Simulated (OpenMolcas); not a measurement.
# BH (SMILES [BH]): levels of theory compared

Aim: a comparison of 6 runs (HF/3-21G, B3LYP/6-31G*, B3LYP/def2-TZVPPD, BLYP/def2-TZVPPD, TPSS/def2-TZVPPD, r2SCAN/def2-TZVPPD) of BH. 

The results are computed with OpenMolcas 26.06.

1 further run of the same task is left out (set aside as unsound or not needed).

**1. The molecule**

BH: 2 atoms, total charge 0, spin state singlet. SMILES: `[BH]`. Geometry: the measured bond length.

Bond lengths: B1–H2 1.232 Å.

**2. Energy and forces at HF/3-21G (run 1)**

Contents of job.input:

```
* BH Hartree-Fock
&GATEWAY
BasLib=$CurrDir
Coord
2
angstrom
B        0.000000       0.000000       0.000000
H        0.000000       0.000000       1.232400
Basis=3-21G
Group=NoSym
&SEWARD
&SCF
Thresholds=1e-10 1e-07 1e-07 1e-05
PrOrbitals=1 1
&ALASKA
```

The basis set 3-21G is read from a file made from the Basis Set Exchange's data (not shown).

Launch:

```
$ export MOLCAS_MEM=1860
$ pymolcas job.input > job.log
```

What it wrote:

```text
--- Start Module: gateway ---
[...]
--- Stop Module: gateway /rc=_RC_ALL_IS_WELL_ ---
[...]
      Basis functions           11
[...]
--- Start Module: scf ---
[...]
       Convergence after   8 Iterations
[...]
::    Total SCF energy                                -24.9767977071
[...]
      Total spin, S                                     0.0000000000
[...]
      Total electronic charge=    6.000000
      Total            charge=    0.000000
[...]
      Dipole Moment (debye):
      Origin of the operator (angstrom)=    0.0000    0.0000    0.1034
                   X= -2.0570E-15               Y= -2.3932E-15               Z=  1.5845E+00           Total=  1.5845E+00
      Quadrupole Moment (debye*angstrom):
[...]
--- Stop Module: scf /rc=_RC_ALL_IS_WELL_ ---
--- Start Module: alaska ---
[...]
 *              Molecular gradients               *
 **************************************************
  Irreducible representation: a
 ------------------------------------------------------------------------------------------
                              X                       Y                       Z
 ------------------------------------------------------------------------------------------
  B1               -3.44532712201474E-17   -3.03665736487050E-17   -1.47686283589277E-03
  H2                3.44532712201474E-17    3.03665736487050E-17    1.47686283589232E-03
 ------------------------------------------------------------------------------------------
--- Stop Module: alaska /rc=_RC_ALL_IS_WELL_ ---
[...]
```

Wall time 1.8 s (1 thread of Arm Neoverse V1, shared host); peak memory 0.37 GiB.

**3. Energy and forces at B3LYP/6-31G(d) (spherical functions) (run 2)**

Contents of test.input:

```
&GATEWAY
 BASLIB=$CurrDir
 BASISSET
 B.6-31Gs....
 B1 0.000000 0.000000 0.000000 angstrom
 End of Basis
 BASISSET
 H.6-31Gs....
 H2 0.000000 0.000000 1.232400 angstrom
 End of Basis

&SEWARD
 GRIDINPUT
 Grid=UltraFine
 End of Grid

&SCF
 KSDFT=B3LYP
 THRESHOLDS=1e-10 1e-07 1e-07 1e-05
 PRORBITALS=1 2

&ALASKA
```

The basis set 6-31G* is read from a file made from the Basis Set Exchange's data (not shown).

Launch:

```
$ export MOLCAS_MEM=1860
$ pymolcas test.input > test.log
```

What it wrote:

```text
--- Start Module: gateway ---
[...]
--- Stop Module: gateway /rc=_RC_ALL_IS_WELL_ ---
[...]
      Basis functions           16
[...]
--- Start Module: scf ---
[...]
       Convergence after   8 Iterations
[...]
::    Total KS-DFT energy                             -25.2873088794
[...]
      Total spin, S                                     0.0000000000
[...]
      Total electronic charge=    6.000000
      Total            charge=    0.000000
[...]
      Dipole Moment (debye):
      Origin of the operator (angstrom)=    0.0000    0.0000    0.1034
                   X=  7.0988E-16               Y=  9.3753E-17               Z=  1.3198E+00           Total=  1.3198E+00
      Quadrupole Moment (debye*angstrom):
[...]
--- Stop Module: scf /rc=_RC_ALL_IS_WELL_ ---
[...]
--- Start Module: alaska ---
[...]
 *              Molecular gradients               *
 **************************************************
  Irreducible representation: a
 ------------------------------------------------------------------------------------------
                              X                       Y                       Z
 ------------------------------------------------------------------------------------------
  B1               -2.79550104404087E-17   -8.27697239972254E-18    4.74108341478263E-03
  H2                2.88219486619235E-17    8.27739591619617E-18   -4.74108341478263E-03
 ------------------------------------------------------------------------------------------
--- Stop Module: alaska /rc=_RC_ALL_IS_WELL_ ---
[...]
```

Wall time 3.3 s (1 thread of Arm Neoverse V1, shared host); peak memory 0.37 GiB.

Run 3 isn't shown in full; the table further down has it.

**4. Energy and gradient at BLYP/def2-TZVPPD (run 4)**

Contents of job.inp:

```
* BH Kohn-Sham DFT
&GATEWAY
BasLib=$CurrDir
Coord
2
angstrom
B        0.000000       0.000000       0.000000
H        0.000000       0.000000       1.232400
Basis=def2-TZVPPD
Group=NoSym
&SEWARD
GridInput
Grid=UltraFine
End of Grid
&SCF
KSDFT=BLYP
Thresholds=1e-10 1e-07 1e-07 1e-05
PrOrbitals=1
&ALASKA
```

The basis set def2-TZVPPD is read from a file made from the Basis Set Exchange's data (not shown).

Launch:

```
$ export MOLCAS_MEM=1860
$ pymolcas job.inp > job.log
```

What it wrote:

```text
--- Start Module: gateway ---
[...]
--- Stop Module: gateway /rc=_RC_ALL_IS_WELL_ ---
[...]
      Basis functions           54
[...]
--- Start Module: scf ---
[...]
       Convergence after   9 Iterations
[...]
::    Total KS-DFT energy                             -25.2814679990
[...]
      Total spin, S                                     0.0000000000
[...]
      Total electronic charge=    6.000000
      Total            charge=   -0.000000
[...]
      Dipole Moment (debye):
      Origin of the operator (angstrom)=    0.0000    0.0000    0.1034
                   X=  1.8529E-14               Y= -2.8720E-14               Z=  1.5234E+00           Total=  1.5234E+00
      Quadrupole Moment (debye*angstrom):
[...]
--- Stop Module: scf /rc=_RC_ALL_IS_WELL_ ---
[...]
--- Start Module: alaska ---
[...]
 *              Molecular gradients               *
 **************************************************
  Irreducible representation: a
 ------------------------------------------------------------------------------------------
                              X                       Y                       Z
 ------------------------------------------------------------------------------------------
  B1                8.95267753628458E-16    4.24180559808291E-16    2.92069314127863E-03
  H2               -9.02204953466471E-16   -4.24178865742396E-16   -2.92069314127952E-03
 ------------------------------------------------------------------------------------------
--- Stop Module: alaska /rc=_RC_ALL_IS_WELL_ ---
[...]
```

It took 5.7 s on 1 thread of Arm Neoverse V1, shared host; peak memory 0.39 GiB.

Run 5 isn't shown in full; the table further down has it.

**5. Energy and forces at r2SCAN/def2-TZVPPD (run 6)**

Contents of mol.xyz:

```xyz
2

B      0.000000     0.000000     0.000000
H      0.000000     0.000000     1.232400
```

Contents of job.input:

```
&GATEWAY
 BasLib=$CurrDir
 Coord=mol.xyz
 Basis=def2-TZVPPD
 Group=NoSym

&SEWARD
 GridInput
 Grid=UltraFine
 End of Grid

&SCF
 KSDFT=2
 1.0 MGGA_X_R2SCAN
 1.0 MGGA_C_R2SCAN
 Thresholds=1e-10 1e-07 1e-07 1e-05
 PrOrbitals=0

&ALASKA
```

The basis set def2-TZVPPD is read from a file made from the Basis Set Exchange's data (not shown).

Launch:

```
$ export MOLCAS_MEM=1860
$ pymolcas job.input > job.log
```

What it wrote:

```text
--- Start Module: gateway ---
[...]
--- Stop Module: gateway /rc=_RC_ALL_IS_WELL_ ---
[...]
      Basis functions           54
[...]
--- Start Module: scf ---
[...]
       Convergence after   9 Iterations
[...]
::    Total KS-DFT energy                             -25.2632417079
[...]
      Total spin, S                                     0.0000000000
[...]
      Total electronic charge=    6.000000
      Total            charge=   -0.000000
[...]
      Dipole Moment (debye):
      Origin of the operator (angstrom)=    0.0000    0.0000    0.1034
                   X=  1.0716E-14               Y= -8.5905E-15               Z=  1.5959E+00           Total=  1.5959E+00
      Quadrupole Moment (debye*angstrom):
[...]
--- Stop Module: scf /rc=_RC_ALL_IS_WELL_ ---
[...]
--- Start Module: alaska ---
[...]
 *              Molecular gradients               *
 **************************************************
  Irreducible representation: a
 ------------------------------------------------------------------------------------------
                              X                       Y                       Z
 ------------------------------------------------------------------------------------------
  B1                6.66082648840369E-16    7.45960917439949E-16    3.27559646464359E-03
  H2               -6.62830042322913E-16   -7.42925151356989E-16   -3.27559646464404E-03
 ------------------------------------------------------------------------------------------
--- Stop Module: alaska /rc=_RC_ALL_IS_WELL_ ---
[...]
```

It took 7.5 s on 1 thread of Arm Neoverse V1, shared host; peak memory 0.39 GiB.

**6. Overview of the runs**

| run | level | integration grid | energy (Eh) | dipole moment (D) | HOMO energy (eV) | LUMO energy (eV) | wall time |
| --- | --- | --- | --- | --- | --- | --- | --- |
| 1 | HF/3-21G | – | -24.976798 | 1.58 | -9.24 | 1.89 | 1.8 s |
| 2 | B3LYP/6-31G* (spherical functions) | UltraFine | -25.287309 | 1.32 | -6.07 | -2.03 | 3.3 s |
| 3 | B3LYP/def2-TZVPPD | UltraFine | -25.299749 | 1.57 | -6.53 | -2.61 | 6 s |
| 4 | BLYP/def2-TZVPPD | UltraFine | -25.281468 | 1.52 | -5.46 | -3.36 | 5.7 s |
| 5 | TPSS/def2-TZVPPD | UltraFine | -25.302173 | 1.59 | -5.69 | -3.15 | 7.5 s |
| 6 | r2SCAN/def2-TZVPPD | UltraFine | -25.263242 | 1.60 | -5.72 | -3.13 | 7.5 s |

**7. Outcome**

| quantity | value |
| --- | --- |
| run 6: total energy | -25.26324 Eh |
| run 6: dipole moment | 1.60 D |
| run 6: HOMO energy | -5.72 eV |
| run 6: LUMO energy | -3.13 eV |
| run 6: HOMO–LUMO gap | 2.59 eV |
| run 6: largest force on an atom | 0.168 eV/Å |

**Reading.** The dipole moment (its size) runs from 1.32 D (B3LYP/6-31G*) to 1.60 D (r2SCAN/def2-TZVPPD). The two ends differ in method and basis. The HOMO–LUMO gap runs from 2.10 eV (BLYP/def2-TZVPPD) to 11.13 eV (HF/3-21G). Totals of different functionals can't be ranked against each other. All runs together took 32 s, the longest 7.5 s.
